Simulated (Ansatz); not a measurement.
Basis-set extrapolation for C3H5Cl (`C/C=C/Cl`) (PBE0-D4/def2-TZVP geometry, frozen core, the Gaussian-basis code of Ansatz). Multiplicity 1, RHF reference.

|  | def2-TZVPP | def2-QZVPP |
| --- | --- | --- |
| HF | -576.049094 | -576.067261 |
| MP2 correlation | -0.689189 | -0.740321 |
| CCSD(T) correlation | -0.764249 | not run |

Energies in hartree. Use E(X) = E(∞) + A·exp(−7.88·√X) for Hartree–Fock and E(X) = E(∞) + B·X^(−2.97) for correlation, with X = 3 and 4, and add CCSD(T) minus MP2 of the smaller set to the MP2 limit.

**Question.** What is the CCSD(T) energy at the basis-set limit?

**Answer.** HF limit: -576.067261 + (-0.018167) × 0.13774 = -576.06976. MP2 limit: -0.740321 + (-0.051132) × 0.74074 = -0.77820. Higher-order term: -0.764249 − (-0.689189) = -0.07506. Total: -576.92302 hartree, 68.8 kcal/mol below CCSD(T)/def2-TZVPP.
